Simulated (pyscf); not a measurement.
This saddle point was located with ωB97X-D3(BJ)/def2-SVP in PySCF.

```xyz
11

C     -0.5928    -0.0700     0.1312
C     -1.7101    -0.3888    -0.8759
Cl    -2.6213    -1.8135    -0.3472
Cl    -2.7639     0.9827    -1.1888
H     -0.3496    -0.3037     1.3410
H     -0.0671     0.8502    -0.1498
H      0.1305    -0.9213    -0.0287
H     -1.2327    -0.6535    -1.8292
F     -0.5975     1.3702     2.2657
C     -1.3748     0.5106     1.5472
F     -1.8963    -0.4011     2.4137
```

Surface: singlet, charge 0. Lowest wavenumbers (cm⁻¹): 1152i, 52, 99, 148, 222.

What reaction is this the transition state of?

H₃C–CH(Cl)–Cl + difluorocarbene (F–C:–F) [singlet] ⇌ F–CH(F)–CH₂–CH(Cl)–Cl, an insertion read from left to right: C–H broken and C–C, C–H formed. At ωB97M-D3(BJ)/def2-TZVP it lies +69.8 kcal/mol from the left side and +126.8 kcal/mol from the right (each side as separated species at their lowest minima found). On the product side the descent ends in a point that may be a rotor saddle (no frequency run), 5.9 kcal/mol over the lowest minimum found and 123.1 kcal/mol under the saddle at ωB97X-D3(BJ)/def2-TZVP. From the product side, F–C•(F)–CH₂–CH(Cl)–Cl + H• lies, by one bond made or cut, 18.2 kcal/mol under this saddle at ωB97M-D3(BJ)/def2-TZVP. This is the saddle that the search found; another between the same sides may lie lower.
